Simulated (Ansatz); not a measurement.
Reactions of C3H2Cl2, SMILES `ClC1=CC1Cl`.

Calculated with Ansatz (gas phase, PBE0-D4/def2-TZVP geometries, no zero-point term in ΔE). CCSD(T)/CBS is the MP2 limit (def2-TZVPP, def2-QZVPP) plus CCSD(T) − MP2 in def2-TZVPP, frozen cores. This one scheme is used for every species, atoms too. Functionals use def2-TZVPP. No spin–orbit coupling; open shells (•) take unrestricted orbitals. Spin–orbit coupling would lower the free atoms: a little for C, Cl.

```csv
reaction,CCSD(T)/CBS(def2) (kcal/mol)
`ClC1=CC1Cl` + H₂ → `ClC1C=C1` + HCl,?
`ClC1=CC1Cl` → `ClC1=C(Cl)C1`,5.9
`ClC1=CC1Cl` → 3 C• + 2 Cl• + 2 H•,640.9
`ClC1=CC1Cl` + H–F → `FC1=CC1Cl` + HCl,9.5
```

(1) Fill in the missing values. (Best estimate.)

Largest T1 diagnostic: 0.011, for `FC1=CC1Cl`.

Results:

(1) Ansatz gave: `ClC1=CC1Cl` + H₂ → `ClC1C=C1` + HCl: -20.3 kcal/mol.
